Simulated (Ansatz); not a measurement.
# AlBH (quartet): the correlation ladder, cc-pVTZ

One table from this session's results is given with a row withheld; the runs are named, their logs left out.

Computed with Ansatz 0.2.0, Gaussian basis. Level: cc-pVTZ, core rule «outside noble gas», up to 6 orbitals frozen.

To be run: UHF; CCSD(T) on ROHF; CCSD(T) on UHF; BCCD(T) on ROHF; CCSDT(Q) on ROHF; CCSDT(Q) on UHF; CASSCF and MRCISD+Q, 7 electrons in 9 orbitals; CASSCF and NEVPT2, 7 electrons in 9 orbitals.

21 further runs of the same task are left out: 4 for a known fault of the program, 6 that didn't finish, 11 set aside as unsound or not needed. Runs told in other sessions of the task aren't counted.

### What is computed

The geometry is a PBE0/def2-TZVP stationary point (not a proven minimum) of the parent state, kept for this charge and spin.

3 atoms, charge 0, spin multiplicity 4.

Atoms are counted from 1 here; the program's logs count them from 0.

Bond lengths: B1–Al2 2.077 Å, Al2–H3 1.601 Å. Angles: B1–Al2–H3 125.0°.

The first run:

Contents of in.yaml:

```yaml
crystal:
  periodic: [false, false, false]
  atoms:
    - {symbol: B, position_ang: [0.000000, -0.138799, 1.515922]}
    - {symbol: Al, position_ang: [0.000000, 0.096806, -0.547327]}
    - {symbol: H, position_ang: [0.000000, -1.102664, -1.608146]}
basis:
  gaussian: {orbitals: cc-pVTZ}
magnetization: {spin_polarized: true, initial_magnetization: 3}
hamiltonian: {xc: hf}
output: {orbitals: {seedname: orbitals}}
```

Launch:

```console
$ ansatz run in.yaml --threads 1 --pin off --events-out ev --progress --plain --max-ram 2393MiB
```

Steps of the session up to this table: UHF; CCSD(T) on ROHF; CCSD(T) on UHF; BCCD(T) on ROHF; CCSDT(Q) on ROHF; CCSDT(Q) on UHF; CASSCF and MRCISD+Q, 7 electrons in 9 orbitals; CASSCF and NEVPT2, 7 electrons in 9 orbitals.

One table of the session follows, with a row left open; its other results are not shown here.

```
          method  from UCCSDT(Q) (kcal/mol)
            ROHF                     +91.54
             UHF                          ?
            RMP2                     +25.35
            UMP2                     +25.21
           RCCSD                      +5.46
           UCCSD                      +5.41
        RCCSD(T)                      +1.54
        UCCSD(T)                      +1.54
         BCCD(T)                      +1.39
          RCCSDT                      +0.29
          UCCSDT                      +0.27
       RCCSDT(Q)                      +0.03
       UCCSDT(Q)                          0
  CASSCF valence                     +55.90
  NEVPT2 valence                     +15.23
  MRCISD valence                      +3.66
MRCISD+Q valence                      +0.66
```

Estimate the missing values for UHF.

The run gave: from UCCSDT(Q) (kcal/mol): +88.99. In the column «from UCCSDT(Q) (kcal/mol)» it lies between CASSCF valence (+55.90) and ROHF (+91.54).

Caveats from the session: Restricted and unrestricted rows rest on different reference determinants; a gap between their highest levels can come from leftover correlation error, from unlike frozen cores or from another state.
